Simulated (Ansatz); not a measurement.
Mulliken charges of `[CH3][Mg][Cl]` from B3LYP/def2-TZVPP in Ansatz (PBE0-D4/def2-TZVP geometry).

```csv
atom,x (Å),y (Å),z (Å),charge (e)
C1,-0.560,0.484,-0.412,-0.655
Mg2,0.812,-0.713,0.566,0.752
Cl3,2.267,-1.983,1.603,-0.445
H4,-1.418,-0.096,-0.763,0.116
H5,-0.115,0.972,-1.284,0.116
H6,-0.943,1.272,0.244,0.116
```

Problem. By hand: the dipole of these point charges (1 e Å = 4.8032 D).

Solution. Σ q r = (-0.319, 0.278, -0.227) e Å, of length 0.480 e Å = 2.31 D.

Problem. How does the dipole of the full density compare? (An estimate is asked.)

Solution. Ansatz gave: (-0.297, 0.259, -0.212) e Å, 2.15 D; the point charges give 1.07 times that, at 0° from its direction.

Point charges leave out the atoms' own dipoles, such as those of lone pairs, and Mulliken's split depends on the basis, so the close match here is no proof of good charges.

B3LYP here is the variant with VWN-RPA as its local correlation; programs differ in this.
